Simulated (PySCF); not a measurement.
CF₃ → CF + F₂

Level: PBE in the def2-TZVP basis family, all electrons, no relativity, computed in PySCF with density fitting; open shells unrestricted.

```
species                                state and structure      E (Eh)  ZPE (kJ/mol)  H(298 K) − H(0) (kJ/mol)  S° (J/(mol K))
    CF₃  doublet, C3v, C–F 1.332 Å (×3); F–C–F 111.3° (×3)  -337.39715          30.3                      11.7           265.7
     CF                          doublet, C∞v, C–F 1.287 Å  -137.69653           7.5                       8.7           207.5
     F₂                          singlet, D∞h, F–F 1.413 Å  -199.42304           6.0                       8.8           202.5
```

Q: What is the electronic reaction energy?

A: At PBE/def2-TZVP, ΔE = 728.8 kJ/mol from the differences of the total energies times 2625.5, uphill. 

Q: Add zero-point, thermal and entropy terms for 298.15 K and 1 bar.

A: ΔZPE = -16.8 and Δ[H(298) − H(0)] = 5.8 kJ/mol give ΔH° = 717.8 kJ/mol. ΔS° = 144.3 J/(mol K), so ΔG° = 717.8 − 298.15 × (0.1443) = 675 kJ/mol.

The entropy of CF lacks the orbital degeneracy of a ²Π state, up to R ln 2. The structures come from searches over a few start shapes, so lower isomers are not excluded.
